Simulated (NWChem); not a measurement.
# nitrogen trifluoride (NF3); SMILES FN(F)F

All runs: NWChem. All runs use the structure optimised with PBE0/def2-SVP. Level: PBE0/def2-SVP with SMD (1 M gas to 1 M solution), gas-phase geometry.

For solvent n-hexane:

| Quantity | Result |
|---|---|
| solvation free energy (kcal/mol) | 1.1 |
| cavity-dispersion-structure term (kcal/mol) | 1.3 |

**Question.** How do the values read with solvent water instead?

**Answer.** The solvation free energy (kcal/mol) comes out as 2.4. The cavity-dispersion-structure term (kcal/mol) is 2.9.
